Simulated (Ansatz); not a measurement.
Consider the hydrogenolysis of a C–Cl bond: `C#CC(F)CCl` + H₂ → `C#CC(C)F` + HCl.

Computed with Ansatz on PBE0-D4/def2-TZVP structures; ΔE is electronic, products minus reactants. CCSD(T)/CBS is the MP2 limit (def2-TZVPP, def2-QZVPP) plus CCSD(T) − MP2 in def2-TZVPP, frozen cores. This one scheme is used for every species. One conformer a species, not always the lowest.

| species | CCSD/def2-TZVPP energy (Eh) |
| --- | --- |
| `C#CC(F)CCl` | -713.88553 |
| H₂ | -1.17233 |
| `C#CC(C)F` | -254.77187 |
| HCl | -460.32332 |

Work out ΔE.

ΔE = (-254.77187) + (-460.32332) − (-713.88553) − (-1.17233) = -0.03733 Eh = -98.0 kJ/mol. CCSD(T)/CBS gives -90.2 kJ/mol.

Largest T1 diagnostic among the species: 0.011.

The D4 term adds +8.4 kJ/mol with B3LYP and +4.5 kJ/mol with PBE0; it sums over pairs of atoms, weighted by their polarisabilities, and B3LYP, whose exchange is more repulsive, gets the larger term. From PBE to PBE0 (25 % exact exchange), in def2-TZVPP and without D4, ΔE moves by −5.3 kJ/mol. In def2-TZVPP, CCSD(T) changes the Hartree–Fock value by +16.8 kJ/mol (the triples alone add +5.3 kJ/mol) and MP2 by +21.7 kJ/mol.

B3LYP here is the variant with VWN-RPA as its local correlation; programs differ in this.
